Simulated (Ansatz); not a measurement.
**CH₅FN₂O: basis-set convergence**

The task here is to estimate one member of a computed series from the others.

Method: one geometry, several basis sets; program: Ansatz 0.2.0, Gaussian basis.

Levels to be run: PBE0-D4/def2-SVP; ωB97M-V/def2-SVP; PBE0-D4/def2-QZVPP; ωB97M-V/def2-QZVPP; the functionals' def2-TZVPP values are taken from earlier runs.

## The geometry

The geometry comes from an earlier relaxation with PBE0-D4 in a triple-zeta def2 set; it is a stationary point, not always the lowest conformer.

10 atoms, charge 0, spin multiplicity 1.

Atoms are counted from 1 here; the program's logs count them from 0.

Bond lengths: N1–C2 1.424 Å, N1–H6 1.012 Å, N1–H7 1.011 Å, C2–N3 1.416 Å, C2–O4 1.396 Å, C2–F5 1.379 Å, N3–H8 1.011 Å, N3–H9 1.012 Å, O4–H10 0.962 Å. Angles: C2–N1–H6 109.6°, C2–N1–H7 110.2°, H6–N1–H7 109.3°, N1–C2–N3 108.9°, N1–C2–O4 116.6°, N1–C2–F5 105.8°, N3–C2–O4 109.5°, N3–C2–F5 113.3°, O4–C2–F5 102.8°, C2–N3–H8 110.4°, C2–N3–H9 110.2°, H8–N3–H9 110.0°, C2–O4–H10 106.8°.

As a file:

```xyz
10
charge 0, multiplicity 1
N    -0.8671   -0.7914   -0.5995
C    -0.0622    0.2912   -0.1425
N     0.2587    0.0796    1.2199
O     1.1062    0.5488   -0.8620
F    -0.8090    1.4304   -0.3557
H    -1.0966   -0.6549   -1.5754
H    -0.3713   -1.6658   -0.4917
H    -0.5786   -0.1118    1.7532
H     0.7317    0.8900    1.5976
H     1.7712   -0.0671   -0.5409
```

Set-up of the first run:

in.yaml reads:

```yaml
crystal:
  periodic: [false, false, false]
  atoms:
    - {symbol: N, position_ang: [-0.867144, -0.791374, -0.599530]}
    - {symbol: C, position_ang: [-0.062185, 0.291198, -0.142526]}
    - {symbol: N, position_ang: [0.258744, 0.079604, 1.219941]}
    - {symbol: O, position_ang: [1.106209, 0.548806, -0.862007]}
    - {symbol: F, position_ang: [-0.809027, 1.430363, -0.355652]}
    - {symbol: H, position_ang: [-1.096576, -0.654949, -1.575386]}
    - {symbol: H, position_ang: [-0.371283, -1.665823, -0.491740]}
    - {symbol: H, position_ang: [-0.578586, -0.111839, 1.753246]}
    - {symbol: H, position_ang: [0.731719, 0.890048, 1.597592]}
    - {symbol: H, position_ang: [1.771228, -0.067133, -0.540937]}
basis:
  gaussian: {orbitals: def2-SVP}
hamiltonian: {xc: pbe0, dispersion: d4}
output: {orbitals: {seedname: orbitals}}
```

On the command line:

```console
$ ansatz run in.yaml --threads 4 --pin off --events-out ev --progress --plain --max-ram 10444MiB
```

Steps of the session up to this table: PBE0-D4 in def2-SVP; ωB97M-V in def2-SVP; PBE0-D4 in def2-QZVPP; ωB97M-V in def2-QZVPP.

One of the session's tables, all rows but one given; the rest of the session is left out.

It belongs to the step «Density functionals: the series». 

```
functional       basis  HOMO (eV)  LUMO (eV)
   PBE0-D4    def2-SVP          ?          ?
   PBE0-D4  def2-TZVPP      -7.66       0.79
   PBE0-D4  def2-QZVPP      -7.74       0.37
   ωB97M-V    def2-SVP      -9.81       3.20
   ωB97M-V  def2-TZVPP     -10.12       2.15
   ωB97M-V  def2-QZVPP     -10.19       1.57
```

Q: Estimate the row for PBE0-D4, def2-SVP from the others.

**Answer.** HOMO (eV): -7.36; LUMO (eV): 1.60. In the column «HOMO (eV)» it is the highest.
